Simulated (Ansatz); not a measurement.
NP, SMILES `N#P`, relaxed with RKS PBE-D4/def2-SVP in the Gaussian-basis code of Ansatz from a rough embedded geometry. The force threshold is 0.03 eV/Å; the program also tests the step.

The species carries charge 0 and has multiplicity 1.

Start:

```xyz
2

N    -0.251    0.640    0.287
P     0.251   -0.640   -0.287
```

```
step  energy (eV)  largest force (eV/Å)  largest move (Å)
   1  -10767.4608                 1.291             0.000
   2  -10767.4706                 0.555             0.005
   3  -10767.4729                 0.020             0.004
```

End:

```xyz
2

N    -0.255    0.648    0.291
P     0.255   -0.648   -0.291
```

Hardware: 2 threads of an AMD EPYC 7R13 on a shared host. Wall time 0.71 s, peak host memory 0.18 GiB.
